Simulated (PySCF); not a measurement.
Isomers of C3H7P and their computed core-level spectra.

Theory: PySCF, delta-SCF UKS SCAN, pcX-2 on the ionised atom, pcseg-1 elsewhere, spin-free X2C. Geometries: GFN2-xTB; isolated species, one conformer each.

Line lists (1s up to Mg, 2p3/2 beyond; areas count atoms within a level, one atom standing for each set equivalent by bonding):
1. C 1s: 290.63 (area 1), 290.84 (area 1), 290.88 (area 1) eV; P 2p3/2: 135.66 eV
2. C 1s: 290.33 (area 2), 290.70 (area 1) eV; P 2p3/2: 136.10 eV
3. C 1s: 289.83 (area 1), 290.55 (area 1), 290.84 (area 1) eV; P 2p3/2: 136.45 eV

Structures:
A. `C=C(C)P`
B. `C1CPC1`
C. `CC(C)=P`

Question: Which list belongs to which compound?

Answer: 
- 1 = C: another candidate has the same counts of sites, so positions decide. C 1s: 290.63 carbon bonded to 2 C and P, 290.84 methyl carbon, 290.88 methyl carbon; P 2p3/2: 135.66 phosphorus bonded to C and H.
- 2 = B: no other candidate has these counts of sites. C 1s: 290.33 sp3 carbon bound to phosphorus (×2), 290.70 four-membered-ring carbon; P 2p3/2: 136.10 phosphine phosphorus.
- 3 = A: another candidate has the same counts of sites, so positions decide. C 1s: 289.83 terminal =CH2 carbon, 290.55 fully substituted alkene carbon, 290.84 allylic carbon; P 2p3/2: 136.45 phosphine phosphorus.

Spin–orbit coupling isn't in the SCF: each 2p doublet comes from a relaxed spin-free hole plus a matrix of the shell (mean-field spin–orbit coupling and the ground-state 2p splitting), with 2p3/2 averaged over its two sublevels. 1 of these hole states is spin-contaminated (⟨S²⟩ 0.97, against 0.75; counted from 0.85) and less certain.
